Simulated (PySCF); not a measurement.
Compound: C3H6O2S.
Numbering: `[CH2:1]=[CH:2][S:3]([CH3:4])(=[O:5])=[O:6]` (hydrogens: H7, H8 on C1; H9 on C2; H10, H11, H12 on C4)

Geometry (GFN2-xTB, Å), atoms numbered from 1 in this order:
```
atom  x, y, z in Å
C1     1.9784   -0.1826    0.6784
C2     1.1047    0.2071   -0.2213
S3    -0.5293    0.7410    0.3045
C4    -1.6124   -0.5836   -0.3089
O5    -0.5801    0.7443    1.7403
O6    -0.8566    1.9541   -0.3932
H7     2.9795   -0.5005    0.4352
H8     1.6932   -0.1828    1.7183
H9     1.2736    0.2769   -1.2811
H10   -1.4955   -0.6479   -1.3827
H11   -1.3223   -1.5044    0.1800
H12   -2.6320   -0.3223   -0.0541
```

Computed, not measured: PBE0/pcSseg-1 in PySCF (dipole) on a GFN2-xTB geometry, gas phase.

Masses are those of the commonest isotopes; rigid-rotor values at the optimised geometry. The values belong to one conformer with, in the numbering `[CH2:1]=[CH:2][S:3]([CH3:4])(=[O:5])=[O:6]`, C1–C2–S3–C4 -111°.

(1) What are A, B and C (MHz)?

(2) Classify the top.

(3) Is it planar, by Δ = Ic − Ia − Ib?

(4) Give the other two planar moments, Paa and Pbb, and the rms extents of the mass along the axes.

(5) Which types of transition are allowed, and where do some lines up to J = 4 fall?

Results:

(1) Ia = 114.01, Ib = 202.12, Ic = 206.88 u·Å²; 505379 MHz·u·Å²/I gives A = 4433, B = 2500, C = 2443 MHz.

(2) A near-prolate asymmetric top. Ray's parameter κ = (2B − A − C)/(A − C) = -0.942; −1 is the prolate and +1 the oblate limit.

(3) Not planar: Δ = Ic − Ia − Ib = -109.25 u·Å². For a rigid frame Δ = −2 Σ m c², so Σ m c² = 54.63 u·Å² lies off the ab plane: 5.90 from hydrogen and 48.73 from heavier atoms. The atom farthest from that plane is 1.70 Å away.

(4) Paa = Σ m a² = (Ib + Ic − Ia)/2 = 147.49 and Pbb = Σ m b² = (Ia + Ic − Ib)/2 = 59.38 u·Å². With the mass M = 106.01 u, the rms extents √(P/M) along a, b and c are 1.18, 0.75, 0.72 Å.

(5) The dipole components are |μa| = 2.15 D, |μb| = 4.10 D, |μc| = 0.55 D. Intensities carry the squares of the components, which stand as 0.28 : 1.00 : 0.02 (a : b : c). Some lines, for components of 0.1 D or more:

```
type  branch         J(Ka,Kc)    MHz  lower level (cm⁻¹)
   a       Q  4(1,3) ← 4(1,4)    575               1.705
   c       Q  3(1,3) ← 3(0,3)   1794               0.989
   a       R  1(0,1) ← 0(0,0)   4943               0.000
   b       Q  4(2,2) ← 4(1,3)   5617               1.724
   c       Q  3(2,2) ← 3(1,2)   5712               1.060
   b       Q  3(2,1) ← 3(1,2)   5718               1.060
   c       Q  2(2,1) ← 2(1,1)   5797               0.563
   b       Q  2(2,0) ← 2(1,1)   5798               0.563
   b       Q  4(2,3) ← 4(1,4)   6173               1.705
   c       Q  4(3,2) ← 4(2,2)   9791               1.911
   b       Q  4(3,1) ← 4(2,2)   9791               1.911
   b       R  3(0,3) ← 2(1,2)  12949               0.557
   a       R  3(0,3) ← 2(0,2)  14825               0.495
   a       R  3(2,2) ← 2(2,1)  14830               0.756
   c       R  2(2,0) ← 1(1,0)  15743               0.231
   b       R  2(2,0) ← 1(1,1)  15800               0.229
   b       R  4(0,4) ← 3(1,3)  17966               1.049
   a       R  4(0,4) ← 3(0,3)  19761               0.989
   a       R  4(3,1) ← 3(3,0)  19776               1.578
   b       R  3(2,1) ← 2(1,2)  20806               0.557
   b       R  4(1,4) ← 3(0,3)  21450               0.989
   c       R  4(2,3) ← 3(1,3)  25829               1.049
   b       R  4(2,2) ← 3(1,3)  25848               1.049
   c       R  4(3,2) ← 3(2,2)  29582               1.251
   b       R  4(3,1) ← 3(2,2)  29582               1.251
```

Whether it is a minimum is left open (no frequencies). No vibrational averaging or centrifugal distortion is included, and the geometry carries the error of its method. A rigid rotor knows nothing of internal rotation, which can split or shift real lines.
